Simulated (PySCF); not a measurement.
Molecule: SMILES CS(C)(=O)=O, C2H6O2S.

Atom-mapped SMILES (the numbers label the heavy atoms): `[CH3:1][S:2]([CH3:3])(=[O:4])=[O:5]`. Each H is labelled by its parent atom.

Geometry PBE0-D3(BJ)/def2-SVP throughout; GIAO in PySCF 2.14, gas phase, one conformer, non-relativistic; equivalent atoms averaged; basis pcSseg-2.

Problem. How do the absolute shieldings σ depend on the functional? (ppm; last column core-seconds on shared hosts with different chips, so compare them loosely; the GGAs took longer than the global hybrids here, which isn't the general rule, and the cause wasn't traced)

Solution. 
| functional | kind | C1/C3 | S2 | O4/O5 | H(C1)/H(C3) | core-s |
| --- | --- | --- | --- | --- | --- | --- |
| HF | Hartree–Fock | 151.5 | 198.3 | 156.1 | 29.29 | 17 |
| LDA | LDA | 131.6 | 143.2 | 70.3 | 28.11 | 41 |
| PBE | GGA | 133.4 | 170.4 | 83.2 | 28.59 | 50 |
| BLYP | GGA | 128.5 | 147.7 | 81.7 | 28.77 | 48 |
| BP86 | GGA | 132.9 | 164.8 | 83.2 | 28.64 | 48 |
| OPBE | GGA | 141.1 | 212.0 | 98.9 | 28.65 | 47 |
| KT2 | GGA | 137.6 | 208.9 | 86.6 | 28.61 | 53 |
| KT3 | GGA | 138.1 | 216.2 | 96.9 | 28.81 | 58 |
| B97-D | GGA | 134.0 | 172.1 | 93.7 | 28.81 | 60 |
| B3LYP | global hybrid | 133.5 | 151.2 | 96.1 | 28.84 | 35 |
| PBE0 | global hybrid | 139.2 | 174.4 | 101.7 | 28.73 | 36 |
| mPW1PW91 | global hybrid | 138.6 | 170.1 | 101.9 | 28.78 | 37 |
| WP04 | global hybrid | 126.5 | 141.8 | 99.6 | 29.08 | 39 |
| B97-2 | global hybrid | 139.3 | 179.4 | 106.1 | 28.84 | 38 |
| BHandHLYP | global hybrid | 140.3 | 162.6 | 118.1 | 28.97 | 38 |
| CAM-B3LYP | range-separated hybrid | 136.2 | 151.4 | 104.1 | 28.80 | 42 |
| wB97X-D | range-separated hybrid | 138.5 | 168.6 | 105.3 | 28.85 | 39 |
| LC-wPBE | range-separated hybrid | 142.0 | 174.1 | 116.8 | 28.83 | 50 |

Problem. Which nucleus moves most, in ppm?

Solution. O4/O5 (S=O oxygen): from 70.3 ppm with LDA to 156.1 ppm with HF. The smallest spread is 1.18 ppm, at H(C1)/H(C3). Proton shifts span only some 12 ppm, so a few tenths of a ppm matter as much there as several ppm in carbon.
